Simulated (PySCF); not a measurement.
# Core-level binding energies of `C1=C[CH+]CC=C1`

Species: C₆H₇ (charge +1).
Numbering: `[CH:1]1=[CH:2][CH+:3][CH2:4][CH:5]=[CH:6]1`

Computed, not measured: PySCF, delta-SCF UKS SCAN, pcX-2 on the ionised atom, pcseg-1 elsewhere, spin-free X2C. These are vertical core ionisation energies against the vacuum level, from separate self-consistent calculations with and without the core hole.

**Question.** List the computed XPS lines with their assignment.

**Answer.** 
```csv
atom(s),environment,level,binding energy (eV),above the level's lowest (eV),count
C2/C6,carbon bonded to 2 C and H,C 1s,296.26,0.00,2
C3/C5,carbon bonded to 2 C and H,C 1s,296.55,+0.29,2
C1,carbon bonded to 2 C and H,C 1s,296.92,+0.66,1
C4,allylic carbon,C 1s,297.06,+0.80,1
```

The listed C 1s values span 0.80 eV, from C2/C6 (bonded to 2 C and H) to C4 (bonded to 2 C and 2 H). Summing the Pauling electronegativity differences to the bonded atoms, each weighted by its formal bond order, gives -0.35 for the lowest site and -0.70 for the highest; the largest sum, -0.35, belongs to C1, 0.14 eV below the top. The smallest sum, -0.70, belongs to C4, 0.80 eV above the lowest.

**Question.** Which photon energy gives electrons from C 1s of C4 a kinetic energy of 50 eV, and what is their de Broglie wavelength?

**Answer.** hν = 297.06 + 50 = 347.06 eV, recoil neglected; λ = 12.264 Å/√(E/eV) = 1.73 Å.

Atoms equivalent by their bonding share one computed value, that of the first of them. The unrestricted hole states depart most from a pure doublet (⟨S²⟩ = 0.75; over 0.85 named) for C 1s of C3/C5 (0.87), which makes this value less certain. The species carries charge +1, so core ionisation leaves charge +2. Isolated species at its GFN2-xTB geometry, gas phase.
